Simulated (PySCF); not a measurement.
Species: C3H7O, net charge -1, singlet state. It need not be the lowest isomer of its formula. Whether it binds its extra electron was not tested at this geometry. SMILES: [CH-](C)OC
Structure (B3LYP-D3(BJ)/def2-TZVP (Ansatz) minimum search):
```xyz
11

O      0.0824    -0.6531    -0.2725
C      0.0594     0.8161     0.0242
C      1.2796    -1.2279     0.1122
C     -1.4158     1.1433     0.1662
H      0.3880     1.2823    -0.9338
H      1.2012    -2.3220    -0.0071
H      2.1392    -0.8886    -0.5000
H      1.5336    -0.9839     1.1582
H     -2.0841     0.7616    -0.6476
H     -1.8374     0.7518     1.1034
H     -1.5399     2.2345     0.1918
```
Charge -1, spin multiplicity 1.

Dispersion corrections to the total energy (kcal/mol) from the dftd3 and dftd4 libraries through PySCF: D3(BJ) without and D4 with the three-body term, each with the damping fitted for the functional named.

| functional | D3(BJ) | D4 |
|---|---|---|
| PBE | -3.71 | ? |
| CAM-B3LYP | -2.62 | -3.50 |
| B3LYP | -6.12 | ? |
| PBE0 | -3.08 | -3.55 |
| BLYP | ? | -9.66 |
| HF | -31.48 | -17.10 |
| BP86 | -5.35 | -5.43 |

**Question.** Complete the blanks.

**Answer.** 
- PBE, D4: -4.27
- B3LYP, D4: -6.74
- BLYP, D3(BJ): -7.56
